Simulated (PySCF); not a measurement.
# Redox energetics: 2-butynoic acid

Parent: 2-butynoic acid, `CC#CC(=O)O` (C4H4O2). Numbering: `[CH3:1][C:2]#[C:3][C:4](=[O:5])[OH:6]`

These are calculated values, PBE0-D3(BJ)/ma-def2-TZVP in PySCF (grid level 2) at geometries from PBE0-D3(BJ)/def2-SVP. Zero-point and thermal terms (298.15 K, 1 bar) come from unscaled GFN2-xTB harmonic frequencies, with soft modes damped to free rotors in the entropy. These were taken at the GFN2-xTB minima.

Frontier levels of the parent: HOMO -7.95 eV, LUMO -1.21 eV.

Oxidation to the radical cation:
* Vertical ionisation energy (electronic): 10.07 eV
* Adiabatic ionisation energy (with zero-point energy): 9.66 eV
* Adiabatic, electronic part: 9.74 eV
* Vertical gap at the product's structure: 9.24 eV
* Inner reorganisation energy (four-point): 829 meV
* Relaxation of product / of parent: 329 / 501 meV
* ⟨S²⟩ of the product: 0.761
* Largest spin populations: O5 0.49, C2 0.32, C3 0.18
* Largest changes of atomic charge: O5 0.25, C2 0.23, C3 0.13, O6 0.12
* Distances that move most (Å): C4–O6 1.338 → 1.282; C1–C2 1.449 → 1.421; C3–C4 1.447 → 1.421; C2–C3 1.213 → 1.239
* Potential in acetonitrile: 7.47 V absolute, 3.07 V against Fc+/Fc computed at 4.40 V (solvation -34 → -244 kJ/mol)

Reduction to the radical anion:
- Vertical electron affinity (electronic): -0.47 eV
- Adiabatic electron affinity (with zero-point energy): -0.07 eV
- Adiabatic, electronic part: -0.15 eV
- Vertical gap at the product's structure: 0.89 eV
- ⟨S²⟩ of the product: 0.760
- Largest spin populations: C2 0.48, C4 0.19, O5 0.17
- Largest changes of atomic charge: C2 -0.29, O5 -0.18, C4 -0.14, O6 -0.10
- Distances that move most (Å): C4–O6 1.338 → 1.403; C3–C4 1.447 → 1.388; C2–C3 1.213 → 1.269; C4–O5 1.203 → 1.248
- Potential in acetonitrile: 2.14 V absolute, -2.26 V against Fc+/Fc computed at 4.40 V (solvation -34 → -246 kJ/mol)

Solvents are IEF-PCM continua (electrostatics only, gas-phase structures); absolute potentials refer to an electron at rest in vacuum. Fc+/Fc in acetonitrile, 4.40 V, is PBE0-D3(BJ)/ma-def2-TZVP on PBE0-D3(BJ)/def2-SVP structures with GFN2-xTB thermal terms. Benchmark calculations put it near 5.0 V in acetonitrile and DMSO, so it is about 0.6 V low, and the value against it can read up to that much too high.

Caveats: [C4H4O2]-• kept an imaginary mode; structures of the anions come from def2-SVP, which lacks diffuse functions; the gas-phase radical anion comes out unbound at this level, so its gas-phase values hang on the basis; a negative vertical affinity means that the electron isn't bound at that structure, so the value and what is derived from it hang on the basis.

Run with `OMP_NUM_THREADS=1 python redox_run.py task.json out` on 1 thread of Arm Neoverse N1, a shared host. Structures, frequencies and single points: 9.4 min of wall time.
